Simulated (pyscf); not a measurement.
Structures and frequencies: ωB97X-D3(BJ)/def2-SVP in PySCF. MP2 and CC: frozen core, UHF for open shells. ΔMP2 is the change of the MP2 total energy from the triple- to the quadruple-zeta basis.

SMILES: [OH][InH][OH]
```xyz
6

O     -0.9083     1.3451    -0.7335
In     0.5074    -0.0598    -0.7204
O      1.0613    -0.6388     1.1061
H     -1.2004     1.6189     0.1435
H      1.1794    -0.7042    -2.1345
H      0.5936    -0.1910     1.8204
```
Charge 0, spin multiplicity 1.

**Question.** What is the homolytic dissociation enthalpy (298 K, CCSD(T)/def2-TZVPP + ΔMP2(QZVPP)) of the In–O bond of HO–InH–OH, to OH• + [HO–InH]•?

**Answer.** In–O to OH• + [HO–InH]•: 90.1 kcal/mol. The radicals are drawn with the spin at the cut bond; how far it spreads was not checked. Other isomers of [HO–InH]• were not searched in full and may lie lower. The CCSD(T) − MP2 part came from Ansatz, without density fitting, on the same reference. The frozen core leaves the outer d or s,p core shells of the metals and heavy elements correlated in the MP2 and CC values, and def2-TZVPP describes them poorly, which can shift differences by a few kcal/mol. Left out: the spin-orbit lowering of OH. Elements past Kr carry the def2 core potentials, without spin-orbit coupling.
